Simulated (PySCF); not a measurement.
System (SMILES): F (HF).
Geometry (B3LYP-D3(BJ)/def2-TZVP, fixed):
```xyz
2

F      0.0000     0.0000    -0.0925
H      0.0000     0.0000     0.8321
```
Charge 0, spin multiplicity 1.

Basis-set convergence of the mean static polarisability at PBE0 with PySCF. All functions are spherical. Density fitting with generated auxiliary sets. No added dispersion term, no relativity. Reference: the value in aug-cc-pV5Z, 5.71 bohr³, itself unsure by roughly 1.0 % (its mean distance from d-aug-cc-pVTZ, aug-pcseg-3, aug-cc-pVQZ). Deviations are taken from unrounded values.

```tsv
basis	functions	mean static polarisability (bohr³)	minus reference (%)
6-31G**	19	2.79	-51.1
6-311G**	24	2.76	-51.7
def2-SVPD	31	5.48	-4.1
cc-pVTZ	44	3.62	-36.7
def2-TZVPPD	57	5.64	-1.2
def2-QZVPP	87	4.46	-22.0
d-aug-cc-pVTZ	94	5.77	1.1
aug-cc-pVQZ	126	5.65	-1.0
cc-pV5Z	146	4.80	-15.9
```
